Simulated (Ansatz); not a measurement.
Reaction: H3BSO2 (borothioic acid, SMILES OB(O)S) → H2BSO (SMILES O[B]S, doublet) + HO (SMILES [OH], doublet) (the B-O bond breaks)
Each species at its own B3LYP-D3(BJ)/def2-TZVP minimum (Ansatz, a quantum-chemistry and plane-wave program), one conformer.

Total energies in hartree (Ansatz). Open shells are spin-unrestricted; no spin-orbit coupling. Correlated methods leave the cores frozen. No relativity.

| species | HF/cc-pV(T+d)Z | CCSD(T)/cc-pV(T+d)Z | HF/cc-pV(Q+d)Z | CCSD(T)/cc-pV(Q+d)Z | CCSD(T)/cc-pV(D+d)Z | CCSDT(Q)/cc-pV(D+d)Z |
|---|---|---|---|---|---|---|
| 1: H3BSO2 (borothioic acid, SMILES B(O)(S)O) | -573.91936 | -574.72944 | -573.93669 | -574.80405 | -574.48081 | -574.48318 |
| 2: H2BSO (SMILES O[B]S, doublet) | -498.32400 | -498.86262 | -498.33548 | -498.91157 | -498.70023 | -498.70227 |
| 3: HO (SMILES [OH], doublet) | -75.41896 | -75.63769 | -75.42557 | -75.66159 | -75.55935 | -75.55979 |

**Question.** Work out the bond dissociation energy (electronic) in kcal/mol: take Hartree-Fock from cc-pV(Q+d)Z, extrapolate the CCSD(T) correlation energy as X^-3 (X = 3, 4), and add CCSDT(Q) - CCSD(T) in cc-pV(D+d)Z. 1 hartree = 627.51 kcal/mol.

**Answer.** 
Species 1: correlation (64·(-0.86736) - 27·(-0.81008))/37 = -0.90916; step -0.00237; E1 = -573.93669 + (-0.90916) + (-0.00237) = -574.84822
Species 2: correlation (64·(-0.57609) - 27·(-0.53862))/37 = -0.60343; step -0.00204; E2 = -498.33548 + (-0.60343) + (-0.00204) = -498.94095
Species 3: correlation (64·(-0.23602) - 27·(-0.21873))/37 = -0.24864; step -0.00044; E3 = -75.42557 + (-0.24864) + (-0.00044) = -75.67465
-1·E1 +1·E2 +1·E3 = 0.23262 hartree = 146.0 kcal/mol.
